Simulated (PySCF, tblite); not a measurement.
**C4H8S2+ (doublet): geometry, infrared bands and EPR parameters**

What infrared bands and EPR parameters should C4H8S2+ (doublet) (`CC[S+]C(C)=S`) show?

The runs use tblite 0.8.0 and PySCF 2.14.0, with density-fitted response routines of our own; the level of theory stands in each step. All values are computed, except where a source is named. Atoms are numbered from 0 throughout.

## 1. The molecule as given

14 atoms, charge 1, multiplicity 2; geometry from: force field or distance geometry start.

Bonds of the start (Å): C0–C1 1.50, C1–S2 1.80, S2–C3 1.79, C3–C4 1.51, C3–S5 1.45, C0–H6 1.12, C0–H7 1.13, C0–H8 1.09, C1–H9 1.14, C1–H10 1.10, C4–H11 1.11, C4–H12 1.12, C4–H13 1.10.

## 2. Geometry optimisation with GFN2-xTB

What the job is given:

```
{"job": {"kind": "relax", "xc": "GFN2-xTB", "basis": "xTB"}, "charge": 1, "multiplicity": 2}
C     -2.203900     0.314100     0.651400
C     -1.401000    -0.950700     0.609700
S      0.343300    -0.762400     1.011100
C      1.274200     0.199400    -0.182400
C      2.749400     0.415100     0.070500
S      0.664400     0.762400    -1.368800
H     -2.152300     0.894100    -0.299700
H     -3.270400    -0.032400     0.794900
H     -1.948500     0.897300     1.533500
H     -1.829400    -1.592200     1.449800
H     -1.592700    -1.535600    -0.304400
H      2.978800     1.498500     0.143500
H      3.297200     0.015700    -0.816900
H      3.090200    -0.123800     0.965500
```

Started as:

```
OMP_NUM_THREADS=1 python probes_run.py task.json out
```

The driver reads the jobs from task.json and runs them one after another.

**Question.** This job is followed by: GFN2-xTB harmonic vibrations, gas phase; UKS B3LYP, pcH-1 on C H S, non-relativistic, mean-field spin-orbit, GIAO. Predict these results of the whole session: strongest single infrared mode (GFN2-xTB); zero-point energy (GFN2-xTB); g(iso) (B3LYP); ⟨S²⟩; largest a(iso) (averaged by class); property runs in this session.

The runs gave:

```
                                 quantity                                            value
strongest single infrared mode (GFN2-xTB)                            2828 cm⁻¹, 200 km/mol
             zero-point energy (GFN2-xTB)                                    67.6 kcal/mol
                           g(iso) (B3LYP)                                          2.02150
                                     ⟨S²⟩                               0.755 (exact 0.75)
       largest a(iso) (averaged by class)                              13C on C4, 31.4 MHz
            property runs in this session  1, of which 0 failed and 1 gave unsound results
```

Relaxing lowered the energy by 1.353 eV in 69 steps; the close pair that moved most is C3–S5, from 1.448 to 1.658 Å. All 36 modes are real, so the xTB geometry is a minimum. The strongest single mode, at 2828 cm⁻¹, moves mainly H6. Unscaled tight-binding wavenumbers are off by several per cent, some by more. Its intensities can rank the bands wrongly. S5 carries the largest spin population, 0.91 e. The isotropic g lies 19.2 ppt above the free-electron value. These values are not to be trusted: the run shows a large g shift, which the driver flags as unsure.
